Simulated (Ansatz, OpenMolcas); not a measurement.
# The same job for Ansatz

This OpenMolcas 26.06 job computes BH3 (SMILES [H]B([H])[H]):

mol.xyz:
```
4

B      0.608731     0.993197    -0.007570
H      1.772541     0.962847     0.009110
H      0.053331     2.016577    -0.024820
H     -0.608600    -0.993120     0.004770
```

mol.inp:
```
&GATEWAY
  BasLib = $CurrDir
  Coord = mol.xyz
  Basis = 3-21G
  Group = NoSym

&SEWARD
  GridInput
  Grid=UltraFine
  End of Grid

&SCF
  KSDFT = SVWN5
  Thresholds = 1e-10 1e-07 1e-07 1e-05
  PrOrbitals = 1 1
```

```bash
$ export MOLCAS_MEM=1860
$ pymolcas mol.inp > mol.log
```

(Basis files named in the input come from the Basis Set Exchange and aren't shown.)

The B1–H4 distance was set to 2.330 Å, away from the relaxed value.

A bond is far stretched, where a restricted reference may be unsound.

It gives a total energy of -25.981556 Eh.

Question: Translate the job to Ansatz 0.2.0 as an input file of the program's own.

Answer: For example:

molecule.yaml:
```yaml
crystal:
  periodic: [false, false, false]
  atoms:
    - symbol: B
      position_ang: [0.608731, 0.993197, -0.007570]
    - symbol: H
      position_ang: [1.772541, 0.962847, 0.009110]
    - symbol: H
      position_ang: [0.053331, 2.016577, -0.024820]
    - symbol: H
      position_ang: [-0.608600, -0.993120, 0.004770]
basis:
  gaussian:
    orbitals: 3-21G.json
hamiltonian:
  xc: {name: SVWN5}
accuracy: high
total_charge: 0
```

```bash
$ ansatz run molecule.yaml --threads 1 --pin off --max-ram 2610MiB --events-out events.jsonl --progress --plain --runs-dir runs
```

(Basis files named in the input come from the Basis Set Exchange and aren't shown.)

Its energy is -25.981555 Eh, 0.001 mEh from the first.
